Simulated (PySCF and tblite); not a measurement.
Results of a calculation; reference values are marked as such.
1,3-dichloropropane, C₃H₆Cl₂, numbered as in [Cl:1][CH2:2][CH2:3][CH2:4][Cl:5].

Conformers came from 90 starts (ETKDG and KDG, MMFF94s, GFN2-xTB); geometries are GFN2-xTB. Free energies are TPSS-D3(BJ)/def2-TZVP single points with GFN2-xTB rigid-rotor and vibrational terms (modes under about 100 cm⁻¹ blended into free rotors). Symmetry numbers and mirror images are counted. Conformers within 3 kcal/mol (GFN2-xTB free energy) were kept, 10 at most. (PySCF 2.14, tblite 0.8.)

Rotational constants are equilibrium values for the commonest isotopes; dipoles come from the energy level named.

Torsions listed: Cl1–C2–C3–C4, C2–C3–C4–Cl5. Of a mirror pair one member is shown.

```json
{"conformer": "1", "shape": "67°, 67°", "symmetry": "C2 (pair)", "weight %": "63.7"}
{"conformer": "2", "shape": "-63°, -177°", "symmetry": "C1 (pair)", "weight %": "33.4"}
{"conformer": "3", "shape": "180°, 180°", "symmetry": "C2v", "weight %": "2.9"}
{"conformer": "4", "shape": "75°, -75°", "symmetry": "Cs", "weight %": "0.0"}
```

Sets of constants, in random order:

```tsv
set	A (MHz)	B (MHz)	C (MHz)	abs μa (D)	abs μb (D)	abs μc (D)
P	6485	1399	1327	0.00	2.04	0.00
Q	9446	1115	1042	0.86	1.73	0.70
R	4514	2062	1498	0.00	3.53	0.37
S	15542	898	863	0.00	1.88	0.00
```

Problem. Match each set to its conformer.

Solution. P is conformer 1, Q is conformer 2, R is conformer 4, S is conformer 3.
